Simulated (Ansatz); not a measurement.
## Worked example: H2Si–B⁺, triplet against H$_{2}$Si–B, doublet

Geometry (PBE0/def2-TZVP stationary point of a doublet), kept for both states (H2Si–B, doublet: A'; H2Si–B⁺, triplet: A'):

```xyz
4

Si   -0.0850    0.0000    0.4943
B     0.0885    0.0000   -1.4519
H     0.7098   -1.2068    0.8997
H     0.7098    1.2068    0.8997
```

Basis cc-pVTZ; Ansatz 0.2.0. Correlated methods freeze the noble-gas cores. Prefix R: restricted or restricted open-shell reference; prefix U: unrestricted.

Full CI isn't at hand for all of this; UCCSDT(Q) serves as the reference, and is uncertain by about the last step of the cluster series.

Unrestricted rows (U, and Kohn–Sham where it breaks symmetry) aren't spin-pure: their determinants' ⟨S²⟩ exceeds S(S+1) by up to 0.53, so they mix in states of higher spin.

```tsv
level	E(H2Si–B, doublet) (hartree)	E(H2Si–B⁺, triplet) (hartree)
UHF	-314.630607	-314.348084
UMP2	-314.788238	-314.484368
UCCSD(T)	-314.848799	-314.526633
PBE	-315.175127	-314.852965
r2SCAN	-315.323414	-315.006886
UCCSDT(Q)	-314.853851	-314.528638
```

Question: Give the vertical gap, H2Si–B⁺ triplet less H2Si–B doublet, at each level in eV (1 hartree = 27.2114 eV), and each error against UCCSDT(Q).

Answer: UCCSDT(Q): (-314.528638 − (-314.853851)) × 27.2114 = 8.850 eV (the reference)
r2SCAN: (-315.006886 − (-315.323414)) × 27.2114 = 8.613 eV, error -0.237 eV
PBE: (-314.852965 − (-315.175127)) × 27.2114 = 8.766 eV, error -0.084 eV
UCCSD(T): (-314.526633 − (-314.848799)) × 27.2114 = 8.767 eV, error -0.083 eV
UMP2: (-314.484368 − (-314.788238)) × 27.2114 = 8.269 eV, error -0.581 eV
UHF: (-314.348084 − (-314.630607)) × 27.2114 = 7.688 eV, error -1.162 eV

Total energies of functionals can't be set beside those of wave-function methods, since they hold the core's correlation and their own absolute errors; only the differences compare.

The reference still carries a basis error, for a change of charge of the order of 0.1 eV, so smaller errors of functionals can't be ranked.

Each level lands on the state that its own search finds. T1 diagnostics of restricted CCSD: 0.046 and 0.040.
